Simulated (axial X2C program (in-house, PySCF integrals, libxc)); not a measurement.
**AlF⁺: bond curves with and without spin–orbit coupling**

Aim: find the lowest determinant of AlF⁺, scan the bond at several levels and fit the constants, once spin-free and once with spin–orbit coupling.

Program: an in-house X2C program for linear molecules on PySCF integrals. Level of theory: all-electron X2C, Al dyall-v3z, F dyall-av3z. These are calculated values, not measurements.

## (1) Set-up

task.json

```json
{"zs": [13, 9], "q": 1, "bas": ["dyall-v3z", "dyall-av3z"], "levels": ["PBE0", "HF", "B3LYP"], "cc": true, "r0": 1.9, "thr": -2.0, "nmax": 90, "npts": 10, "nst": 2, "ntry": 6}
```

Keys: zs atomic numbers; q charge; bas basis sets; levels methods (HF also brings MP2); cc coupled cluster on or off; r0 starting distance in Å; thr threshold in hartree for freezing inner shells (an s shell follows its p shell); nmax most natural virtual spinors; npts points asked for on the curve; nst determinants followed; ntry starts of the search.

Run with:

```sh
> python so2c.py task.json out
```

Spin-free means the one-electron spin-free X2C Hamiltonian; two-component (2c) means X2C with spin–orbit coupling and atomic mean-field two-electron Coulomb and Gaunt terms. Basis: Al dyall-v3z contracted to [8s8p2d1f], F dyall-av3z contracted to [7s6p3d2f]; Gaussian nuclei, density fitting. Masses: Al 26.982 u, F 18.998 u.

Notation: σ, π±, δ± give the projection m of an orbital's angular momentum (0, ±1, ±2), α and β its spin, Λ and M_S the sums; ω is the projection of a spinor's total angular momentum and Ω the sum. Logs are in hartree.

The results follow Hamiltonian by Hamiltonian and level by level.

## (2) Which state to follow

PBE0 moves the distance from 1.900 Å to 1.616 Å and compares determinants there.

Spin-free determinants:

```json
{"ΔE (eV)": "0.00", "state": "M_S = 1/2, Λ = 0", "open shells": "beyond closed shells: σα"}
{"ΔE (eV)": "5.27", "state": "M_S = 1/2, Λ = 1", "open shells": "beyond closed shells: π+α"}
{"ΔE (eV)": "5.57", "state": "M_S = 1/2, Λ = 1", "open shells": "beyond closed shells: π+α, π+β, π-α"}
{"ΔE (eV)": "8.82", "state": "M_S = 3/2, Λ = 0", "open shells": "beyond closed shells: σα, π+α, π+β, 2 × π-α"}
{"ΔE (eV)": "8.82", "state": "M_S = 3/2, Λ = 2", "open shells": "beyond closed shells: σα, 2 × π+α, π+β, π-α"}
```

Two-component determinants:

```
ΔE (eV)    state                                 open shells
   0.00  Ω = 1/2               excess of +ω over −ω: ω = 1/2
   5.28  Ω = 3/2               excess of +ω over −ω: ω = 3/2
   5.55  Ω = 3/2               excess of +ω over −ω: ω = 3/2
   8.81  Ω = 7/2  excess of +ω over −ω: ω = 1/2, 2 × ω = 3/2
```

## (3) PBE0, spin-free

State followed: M_S = 1/2, Λ = 0 (beyond closed shells: σα). The scan is laid around 1.616 Å, a first estimate of the minimum, and this SCF restarts from the orbitals of the search.

The SCF at the reference distance of 1.616 Å:

```text
spin-free X2C-1e  PBE0
basis functions 103  fitting functions 582  grid points 4356
iter        total energy     max residual
   1       -342.361039173     5.54e-05
   2       -342.361039178     2.84e-05
   3       -342.361039183     1.65e-05
converged
one-electron -547.27167862  Coulomb 195.36104878  exact exchange -7.01998253  xc functional -21.74338082  nuclear repulsion 38.31295401
```

Along the bond, energies from the lowest point:

```csv
R (Å),E (eV),μ (D),HOMO (eV),LUMO (eV),iterations
1.406,1.1105,-4.41,-15.50,-11.46,24
1.471,0.4522,-4.71,-15.60,-11.60,21
1.519,0.1745,-4.93,-15.68,-11.70,20
1.567,0.0343,-5.16,-15.75,-11.80,18
1.616,0.0000,-5.38,-15.82,-11.91,3
1.673,0.0605,-5.65,-15.90,-12.03,19
1.729,0.1995,-5.90,-15.97,-12.15,17
1.802,0.4559,-6.21,-16.05,-12.29,20
1.891,0.8377,-6.54,-16.14,-12.43,20
2.020,1.4308,-6.85,-16.25,-12.57,21
```

Dipoles are positive if F is the positive end and refer to the centre of mass.

Outer orbitals at the reference distance:

```json
{"symmetry": "σα", "occupied": "yes", "ε (eV)": "-20.38", "atomic character": "82% F p, 12% Al s, 4% F s"}
{"symmetry": "σβ", "occupied": "yes", "ε (eV)": "-19.77", "atomic character": "84% F p, 9% Al s, 3% F s"}
{"symmetry": "π-α", "occupied": "yes", "ε (eV)": "-18.60", "atomic character": "89% F p, 5% Al p, 4% Al d"}
{"symmetry": "π+α", "occupied": "yes", "ε (eV)": "-18.60", "atomic character": "89% F p, 5% Al p, 4% Al d"}
{"symmetry": "π+β", "occupied": "yes", "ε (eV)": "-18.55", "atomic character": "89% F p, 4% Al p, 4% Al d"}
{"symmetry": "π-β", "occupied": "yes", "ε (eV)": "-18.55", "atomic character": "89% F p, 4% Al p, 4% Al d"}
{"symmetry": "σα", "occupied": "yes", "ε (eV)": "-15.82", "atomic character": "55% Al s, 25% Al p, 15% F p"}
{"symmetry": "σβ", "occupied": "no", "ε (eV)": "-11.91", "atomic character": "61% Al s, 18% Al p, 13% F p"}
{"symmetry": "π-α", "occupied": "no", "ε (eV)": "-8.60", "atomic character": "81% Al p, 8% Al d, 8% F p"}
{"symmetry": "π+α", "occupied": "no", "ε (eV)": "-8.60", "atomic character": "81% Al p, 8% Al d, 8% F p"}
{"symmetry": "π+β", "occupied": "no", "ε (eV)": "-7.18", "atomic character": "82% Al p, 9% F p, 4% Al d"}
```

PBE0 fields in the half plane through the axis: z from -2.4 to 3.9 Å across, distance from the axis 0.15 to 2.25 Å upwards; Al lies at z = 0 and F at z = 1.616 Å; the ELF is damped to zero where the density is low.

log10 density (e/bohr³). Ten even steps from '0' (-6.39 ) to '9' (0.98 ):
```
1223333333333332221100
2233444444444433332210
2334445554444444433211
3344555555555555443321
3445556666666666544322
3445566666667776654332
3455666787777887655432
4455667999778998765432
```

ELF. Ten even steps from '0' (0.00 ) to '9' (1.00 ):
```
0000001100000000000000
0001467641000000000000
0027999972100000000000
0179999973112221000000
0699999731234554210000
2899996100157776420000
3999981474068888631000
5999961838068138741000
```

Re = 1.610 Å, ωe = 927 cm⁻¹, ωexe = 5 cm⁻¹, Be = 0.5832 cm⁻¹, De = 3.21 eV, μ = -5.36 D.

## (4) HF, spin-free

Output at 1.616 Å:

```text
spin-free X2C-1e  HF
basis functions 103  fitting functions 582  grid points 4356
iter        total energy     max residual
   1       -341.677605949     8.80e-02
   2       -341.691779804     8.88e-03
   3       -341.692489658     5.96e-03
   4       -341.692691791     1.80e-03
   5       -341.692716685     5.39e-04
   6       -341.692722996     2.30e-04
   7       -341.692723690     1.05e-04
   8       -341.692723877     3.32e-05
   9       -341.692723902     1.87e-05
  10       -341.692723908     5.79e-06
  11       -341.692723909     3.02e-06
  12       -341.692723909     6.98e-07
converged
one-electron -547.37755375  Coulomb 195.53839663  exact exchange -28.16652080  xc functional 0.00000000  nuclear repulsion 38.31295401
```

No constants are quoted: the solution changes its character somewhere along the scan, so the fit is set aside.

## (5) B3LYP, spin-free

The SCF at the reference distance of 1.616 Å:

```text
spin-free X2C-1e  B3LYP
basis functions 103  fitting functions 582  grid points 4356
iter        total energy     max residual
   1       -342.593029280     2.96e-02
   2       -342.594058122     2.31e-03
   3       -342.594075861     1.18e-03
   4       -342.594081852     4.79e-04
   5       -342.594083098     1.06e-04
   6       -342.594083161     2.94e-05
   7       -342.594083168     3.42e-06
converged
one-electron -547.30404773  Coulomb 195.39052953  exact exchange -5.61393178  xc functional -23.37958720  nuclear repulsion 38.31295401
```

Re = 1.617 Å, ωe = 909 cm⁻¹, ωexe = 5.22 cm⁻¹, Be = 0.578 cm⁻¹, De = 3.10 eV, μ = -5.41 D.

## (6) MP2 and beyond, spin-free

Correlated methods: 9 electrons correlated (frozen shells, counted by type: Al 2 s, 1 p; F 1 s), 169 virtual spinors in MP2, 90 natural virtuals in coupled cluster.

Output of the correlated part at 1.616 Å:

```text
correlated 9  virtual 169  natural virtual 90  E(MP2) -0.296497920  MP2 remainder -0.002274786
iter   CCSD correlation   residual
   1     -0.285288612   9.44e-02
   2     -0.291101029   4.20e-02
   3     -0.293084826   1.41e-02
   4     -0.293048748   4.80e-03
   5     -0.293024592   1.51e-03
   6     -0.293033950   4.72e-04
   7     -0.293031502   1.83e-04
   8     -0.293032672   6.53e-05
   9     -0.293031676   2.65e-05
  10     -0.293031946   7.40e-06
  11     -0.293031873   2.55e-06
  12     -0.293031855   8.93e-07
(T) -0.009760660  T1 0.0232  D1 0.0351  max T2 0.023
```

T1 in the output is the amplitude norm over the root of the electron number; divide by √2 for the Lee–Taylor value.

MP2: No constants are quoted: the reference changes its character somewhere along the scan, so the fit is set aside.

CCSD: No constants are quoted: the reference changes its character somewhere along the scan, so the fit is set aside.

CCSD(T): No constants are quoted: the reference changes its character somewhere along the scan, so the fit is set aside.

## (7) The spin-free curves together

Energy (eV) of the followed determinant, spin-free, from each level's lowest point:

```csv
R (Å),PBE0,HF (jumps),MP2 (its reference jumps),CCSD (its reference jumps),CCSD(T) (its reference jumps),B3LYP
1.406,1.110,0.933,1.186,n/a,n/a,1.165
1.471,0.452,0.329,0.496,0.451,0.479,0.489
1.519,0.175,0.094,0.200,0.171,0.189,0.199
1.567,0.034,0.000,0.045,0.031,0.040,0.047
1.616,0.000,0.013,0.000,0.000,0.000,0.000
1.673,0.061,0.131,0.053,0.068,0.057,0.046
1.729,0.199,0.330,0.189,0.218,0.195,0.171
1.802,0.456,0.665,0.451,0.493,0.456,0.409
1.891,0.838,1.146,0.861,n/a,n/a,0.768
2.020,1.431,1.857,1.703,n/a,n/a,1.326
```

## (8) PBE0, 2c

State followed: Ω = 1/2 (excess of +ω over −ω: ω = 1/2). The scan is laid around 1.616 Å, a first estimate of the minimum, and this SCF restarts from the orbitals of the search.

Output at 1.616 Å:

```text
two-component X2C + atomic mean field  PBE0
basis functions 103  fitting functions 582  grid points 4356
iter        total energy     max residual
   1       -342.326087964     4.88e-05
   2       -342.326087968     3.19e-05
   3       -342.326087968     4.45e-06
converged
one-electron -547.17729902  Coulomb 195.33210462  exact exchange -7.01890438  xc functional -21.74002141  nuclear repulsion 38.31295401  atomic mean-field constant -0.03492178
```

Along the bond, energies from the lowest point:

```csv
R (Å),E (eV),μ (D),HOMO (eV),LUMO (eV),iterations
1.406,1.1136,-4.41,-15.50,-11.46,31
1.471,0.4539,-4.70,-15.60,-11.60,21
1.519,0.1755,-4.93,-15.68,-11.70,20
1.567,0.0348,-5.16,-15.75,-11.80,18
1.616,0.0000,-5.38,-15.82,-11.91,3
1.673,0.0602,-5.65,-15.90,-12.03,19
1.729,0.1989,-5.90,-15.97,-12.15,18
1.802,0.4552,-6.21,-16.05,-12.29,20
1.891,0.8368,-6.53,-16.14,-12.43,20
2.020,1.4298,-6.85,-16.25,-12.57,21
```

Dipoles are positive if F is the positive end and refer to the centre of mass.

Outer spinors at the reference distance:

```tsv
ω	occupied	ε (eV)	atomic character	λ mixture
1/2	yes	-20.38	82% F p, 12% Al s, 4% F s	100% σ
-1/2	yes	-19.77	84% F p, 9% Al s, 3% F s	100% σ
-1/2	yes	-18.62	89% F p, 5% Al p, 4% Al d	100% π
3/2	yes	-18.58	89% F p, 5% Al p, 4% Al d	100% π
1/2	yes	-18.56	89% F p, 4% Al p, 4% Al d	100% π
-3/2	yes	-18.53	89% F p, 4% Al p, 4% Al d	100% π
1/2	yes	-15.82	55% Al s, 25% Al p, 15% F p	100% σ
-1/2	no	-11.91	61% Al s, 18% Al p, 13% F p	100% σ
-1/2	no	-8.60	81% Al p, 8% Al d, 8% F p	100% π
3/2	no	-8.59	81% Al p, 8% Al d, 8% F p	100% π
1/2	no	-7.18	82% Al p, 9% F p, 4% Al d	100% π
```

PBE0 fields in the half plane through the axis: z from -2.4 to 3.9 Å across, distance from the axis 0.15 to 2.25 Å upwards; Al lies at z = 0 and F at z = 1.616 Å; the ELF is damped to zero where the density is low.

log10 density (e/bohr³). Ten even steps from ' ' (-6.39 ) to '@' (0.98 ):
```
..::::------------------------::::::....    
::::----====================--------::::..  
::----======++++++================----::....
----====++++++++++++++++++++++++====----::..
--====++++++********************++====--::::
--====++++**************######****++==----::
====++++******##%%########%%%%##**++++==--::
====++++****##@@@@@@####%%@@@@%%##**++==--::
```

ELF. Ten even steps from '0' (0.00 ) to '9' (1.00 ):
```
0000001100000000000000
0001467641000000000000
0027999972100000000000
0179999973112221000000
0699999731234554210000
2899996100157776420000
3999981474068888631000
5999961838068138741000
```

Re = 1.610 Å, ωe = 927 cm⁻¹, ωexe = 5 cm⁻¹, Be = 0.5831 cm⁻¹, De = 3.21 eV, μ = -5.36 D.

## (9) HF, 2c

Output at 1.616 Å:

```text
two-component X2C + atomic mean field  HF
basis functions 103  fitting functions 582  grid points 4356
iter        total energy     max residual
   1       -341.642779698     8.80e-02
   2       -341.656948447     8.88e-03
   3       -341.657658218     5.95e-03
   4       -341.657860014     1.80e-03
   5       -341.657884895     5.52e-04
   6       -341.657891199     2.30e-04
   7       -341.657891892     1.05e-04
   8       -341.657892078     3.32e-05
   9       -341.657892103     1.87e-05
  10       -341.657892109     5.78e-06
  11       -341.657892110     3.01e-06
  12       -341.657892110     6.93e-07
converged
one-electron -547.28318701  Coulomb 195.50945930  exact exchange -28.16219663  xc functional 0.00000000  nuclear repulsion 38.31295401  atomic mean-field constant -0.03492178
```

No constants are quoted: the solution changes its character somewhere along the scan, so the fit is set aside.

## (10) B3LYP, 2c

Output at 1.616 Å:

```text
two-component X2C + atomic mean field  B3LYP
basis functions 103  fitting functions 582  grid points 4356
iter        total energy     max residual
   1       -342.558011304     2.90e-02
   2       -342.559040533     2.30e-03
   3       -342.559057992     1.17e-03
   4       -342.559063936     4.86e-04
   5       -342.559065228     1.07e-04
   6       -342.559065292     2.95e-05
   7       -342.559065299     3.59e-06
converged
one-electron -547.20967913  Coulomb 195.36159629  exact exchange -5.61306921  xc functional -23.37594548  nuclear repulsion 38.31295401  atomic mean-field constant -0.03492178
```

Re = 1.618 Å, ωe = 909 cm⁻¹, ωexe = 5.23 cm⁻¹, Be = 0.5778 cm⁻¹, De = 3.10 eV, μ = -5.41 D.

## (11) MP2 and beyond, 2c

Correlated methods: 9 electrons correlated (frozen shells, counted by type: Al 2 s, 1 p; F 1 s), 169 virtual spinors in MP2, 90 natural virtuals in coupled cluster.

Output of the correlated part at 1.616 Å:

```text
correlated 9  virtual 169  natural virtual 90  E(MP2) -0.296460777  MP2 remainder -0.002275742
iter   CCSD correlation   residual
   1     -0.285262208   9.44e-02
   2     -0.291072358   4.19e-02
   3     -0.293055472   1.41e-02
   4     -0.293019302   4.80e-03
   5     -0.292995180   1.51e-03
   6     -0.293004535   4.72e-04
   7     -0.293002088   1.83e-04
   8     -0.293003259   6.53e-05
   9     -0.293002261   2.65e-05
  10     -0.293002531   7.39e-06
  11     -0.293002458   2.55e-06
  12     -0.293002441   8.96e-07
(T) -0.009759206  T1 0.0232  D1 0.0351  max T2 0.023
```

MP2: No constants are quoted: the reference changes its character somewhere along the scan, so the fit is set aside.

CCSD: No constants are quoted: the reference changes its character somewhere along the scan, so the fit is set aside.

CCSD(T): No constants are quoted: the reference changes its character somewhere along the scan, so the fit is set aside.

## (12) The 2c curves together

Energy (eV) of the followed determinant, 2c, from each level's lowest point:

```csv
R (Å),PBE0,HF (jumps),MP2 (its reference jumps),CCSD (its reference jumps),CCSD(T) (its reference jumps),B3LYP
1.406,1.114,0.936,1.189,n/a,n/a,1.169
1.471,0.454,0.330,0.498,0.453,0.481,0.491
1.519,0.176,0.095,0.201,0.172,0.190,0.200
1.567,0.035,0.000,0.046,0.031,0.041,0.047
1.616,0.000,0.013,0.000,0.000,0.000,0.000
1.673,0.060,0.130,0.052,0.068,0.056,0.046
1.729,0.199,0.329,0.188,0.217,0.195,0.171
1.802,0.455,0.664,0.450,0.492,0.455,0.409
1.891,0.837,1.145,0.860,n/a,n/a,0.767
2.020,1.430,1.856,1.702,n/a,n/a,1.325
```

The whole job took 67 s on 1 thread of AMD EPYC 7B13 (Zen 3), shared host; peak memory 0.51 GiB.

## (13) What came out

Lowest determinant that the search found at its distance, spin-free: M_S = 1/2, Λ = 0 (beyond closed shells: σα).

Lowest determinant that the search found at its distance, 2c: Ω = 1/2 (excess of +ω over −ω: ω = 1/2).

```json
{"Hamiltonian": "spin-free", "level": "PBE0", "Re (Å)": "1.610", "ωe (cm⁻¹)": "927", "De (eV)": "3.21", "μ (D)": "-5.36"}
{"Hamiltonian": "spin-free", "level": "B3LYP", "Re (Å)": "1.617", "ωe (cm⁻¹)": "909", "De (eV)": "3.10", "μ (D)": "-5.41"}
{"Hamiltonian": "2c", "level": "PBE0", "Re (Å)": "1.610", "ωe (cm⁻¹)": "927", "De (eV)": "3.21", "μ (D)": "-5.36"}
{"Hamiltonian": "2c", "level": "B3LYP", "Re (Å)": "1.618", "ωe (cm⁻¹)": "909", "De (eV)": "3.10", "μ (D)": "-5.41"}
```

Dipoles are positive if F is the positive end and refer to the centre of mass. No constants: spin-free HF (the solution changes its character somewhere along the scan, so the fit is set aside); spin-free MP2 (the reference changes its character somewhere along the scan, so the fit is set aside); spin-free CCSD (the reference changes its character somewhere along the scan, so the fit is set aside); spin-free CCSD(T) (the reference changes its character somewhere along the scan, so the fit is set aside); 2c HF (the solution changes its character somewhere along the scan, so the fit is set aside); 2c MP2 (the reference changes its character somewhere along the scan, so the fit is set aside); 2c CCSD (the reference changes its character somewhere along the scan, so the fit is set aside); 2c CCSD(T) (the reference changes its character somewhere along the scan, so the fit is set aside).

Time per point (s) on 1 thread of AMD EPYC 7B13 (Zen 3), shared host (2c runs); the times are rough: PBE0 0.34, B3LYP 0.38.

In words: At PBE0, going from spin-free to two-component changes Re by 0 mÅ, ωe by 0.0 %; the spin-free picture holds up (part of it comes from the scalar share of the two-electron terms). De moves by 0.00 eV; both De rest on single-determinant atoms, which can miss part of an open shell's spin–orbit lowering.

De refers to Al+ + F, each in the lowest determinant found, which need not be this curve's own limit. Each curve is one determinant whose occupation by symmetry is held fixed; it was picked as the lowest of a PBE0 search that is not exhaustive. De is counted from the lowest determinant-based energies of the atoms at the same level, without counterpoise correction. Density functionals use the spin component along the axis (collinear).
